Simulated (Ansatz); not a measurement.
A made-up structure of CH5BMg, singlet:

```tsv
atom	x (Å)	y (Å)	z (Å)
B1	-1.3493	1.3687	-1.5396
Mg2	-0.0951	0.0981	-0.1068
C3	1.0500	-1.0648	1.1985
H4	-2.1978	0.9167	-2.2645
H5	0.9700	-1.2345	0.1126
H6	1.4140	-0.4855	2.0542
H7	1.9316	-1.4879	0.7043
H8	0.4801	-1.9073	1.6055
```

It is relaxed with PBE-D4/def2-SVP and then PBE0-D4/def2-TZVP (Ansatz 0.2.0). Atoms count as bonded within 1.22 times the sum of their covalent radii (H–H: 0.88 Å). The end point is not checked to be a true minimum.

(1) Does its bonding change? (A judgement: the text doesn't fix the answer.)

Results:

(1) Computed: Yes. Formed: none; broken: Mg2–C3, Mg2–H5.

Where it ends: The first stage lowers the energy by 3.20 eV in 23 steps. It ends as a complex of MgBH ([BH][Mg]) + CH₄:
| atom | x (Å) | y (Å) | z (Å) |
| --- | --- | --- | --- |
| B1 | -0.9494 | 0.6669 | -1.7374 |
| Mg2 | -1.6215 | 0.3759 | 0.5322 |
| C3 | 1.3102 | -1.2219 | 1.0664 |
| H4 | -1.8052 | 1.2848 | -2.3660 |
| H5 | 1.0084 | -0.8142 | 0.0984 |
| H6 | 1.3617 | -0.4279 | 1.8131 |
| H7 | 2.2967 | -1.6746 | 0.9640 |
| H8 | 0.6027 | -1.9855 | 1.3935 |

Labels in which every atom is bracketed show which atoms are joined, not bond orders.

For scale, one of the runs: PBE0-D4/def2-TZVP relaxation, 124 basis functions, launched by `ansatz run in.yaml --threads 2 --pin off --events-out ev --progress --plain --max-ram 4352MiB`. Hardware: 2 CPU threads of an Arm Neoverse V2, shared host. Wall time about 21 s.
